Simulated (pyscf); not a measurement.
cyclic C₅H₇N (SMILES C1=CCN=CC1) → hydrogen cyanide (HC≡N) + 1,3-butadiene (H₂C=CH–CH=CH₂), a cycloreversion (singlet surface; C–C, C–N broken, none formed). PySCF, gas phase, ωB97X-D3(BJ)/def2-SVP geometries. Energies in kJ/mol from the reactant's lowest minimum found.

Small-basis levels: PySCF, no dispersion term, spherical d functions. AM1 to PM7: differences of heats of formation from MOPAC. Cost: rough CPU time at the saddle relative to B3LYP/6-31G*, from one job on a shared machine.

```csv
level,barrier,reaction energy,cost
HF/STO-3G,428.9,+255.5,0.03
HF/6-31G*,303.9,+92.1,0.10
MP2/6-31G*,199.6,+100.9,0.1
SVWN5/6-31G*,241.4,+233.8,0.9
PBE/6-31G*,210.4,+147.3,1
B3LYP/STO-3G,279.2,+224.8,0.4
B3LYP/6-31G*,220.4,+115.2,1
B3LYP/6-311+G**,203.2,+82.7,2
PM3,322.7,+163.3,under 0.02
ωB97M-D3(BJ)/def2-TZVP,224.0,+108.4,–
```

Against the last row the barrier runs from -24.5 (MP2/6-31G*) to +204.9 kJ/mol (HF/STO-3G). ωB97M-D3(BJ)/def2-TZVP has limits of its own. One saddle was located; it need not be the lowest between these sides.
